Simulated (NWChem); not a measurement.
## OCS (carbonyl sulfide): entropy by statistical mechanics

A linear singlet with charge 0, relaxed at PBE0/def2-SVP (NWChem 7.3.0):

```xyz
3

O     0.0000    0.0000    1.6806
C     0.0000    0.0000    0.5241
S     0.0000    0.0000   -1.0397
```

Harmonic wavenumbers in cm⁻¹: 527, 527, 911, 2198.

Masses in u: O 15.999, C 12.011, S 32.06. Take T = 298.15 K, p = 1 bar, R = 8.3145 J/(mol K), kT/hc = 207.22 cm⁻¹, rigid rotor and harmonic oscillator.

**Question.** Work out S° at 298 K.

**Answer.** 
1. Translation (Sackur–Tetrode): S = R[3/2 ln M + 5/2 ln T − 1.1517] with M = 60.07 gives 159.9 J/(mol K).
2. Rotation: the moment of inertia is 83.143 u Å², so B = 16.8576/I = 0.2028 cm⁻¹; σ = 1; q = kT/(σhcB) = 1021.8; S = R(ln q + 1) = 65.9.
3. Vibration: with u = ν̃/207.22, each mode gives R[u/(eᵘ − 1) − ln(1 − e⁻ᵘ)]; the sum is 5.5, most from 527 cm⁻¹ (2.5), 527 cm⁻¹ (2.5), 911 cm⁻¹ (0.6).
4. Spin: R ln 1 = 0.0.
5. Sum: 159.9 + 65.9 + 5.5 + 0.0 = 231.3 J/(mol K).

The tabulated value is 231.6 J/(mol K) (CRC Handbook of Chemistry and Physics): the model is off by -0.3.
